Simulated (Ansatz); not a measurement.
What does this script print? It uses Ansatz 0.2.0, Python API.

The script, `run_bend.py`:
```python
"""Bending curve of C2H4FN."""

import warnings

import ansatz as az
from ase import Atoms

warnings.simplefilter("ignore", az.DeckWarning)

atoms = Atoms(["C", "N", "C", "F", "H", "H", "H", "H"], positions=[
    [-1.1733, 0.3302, -0.139],
    [-0.5075, -0.6909, -0.2059],
    [0.8805, -0.4467, 0.0332],
    [1.1466, 0.5316, 0.9832],
    [-2.3063, 0.2994, -0.3371],
    [-0.8233, 1.4002, 0.0506],
    [1.4561, -0.1384, -0.8635],
    [1.4193, -1.3426, 0.4226],
])

# start the scan from a relaxed geometry
first = (
    az.Crystal.molecule_from_ase(atoms).calculation()
    .basis(gaussian="6-31G*")  # the orbital basis, by name
    .functional("pbe0")
    .relax(force_tolerance=0.02, max_steps=80)
)
atoms.positions = first.run().report["positions_ang"]

rows = []
for angle in [85, 95, 105, 115, 125, 140, 160]:
    bent = atoms.copy()
    bent.set_angle(0, 1, 2, angle, indices=[2, 3, 6, 7])
    calc = (
        az.Crystal.molecule_from_ase(bent).calculation()
        .basis(gaussian="6-31G*")  # atom-centred Gaussian functions
        .correlation("MP2")  # correlation on top of the mean field
    )
    rows.append((angle, calc.run().report["free_energy_ev"]))
floor = min(e for _, e in rows)
for angle, e in rows:
    print(f"angle C0-N1-C2 = {angle:3d} deg   {1000 * (e - floor):9.1f} meV")
```

`python run_bend.py` gives:
```text
angle C0-N1-C2 =  85 deg      5393.4 meV
angle C0-N1-C2 =  95 deg      1706.5 meV
angle C0-N1-C2 = 105 deg       378.7 meV
angle C0-N1-C2 = 115 deg         0.0 meV
angle C0-N1-C2 = 125 deg        19.0 meV
angle C0-N1-C2 = 140 deg       354.4 meV
angle C0-N1-C2 = 160 deg       916.1 meV
```

Caveats:
- The scan is rigid, and the energies are electronic, in a modest basis. The zero is the lowest point of the grid, which needn't be the minimum.
- The start is relaxed with a density functional and scanned with the wavefunction method, so it isn't exactly that method's minimum.
- Run time: 20 s on 1 thread of Arm Neoverse V2, with other jobs on the host, peak memory 0.21 GiB.

(Lines on the test bed's own set-up are left out of the output.)
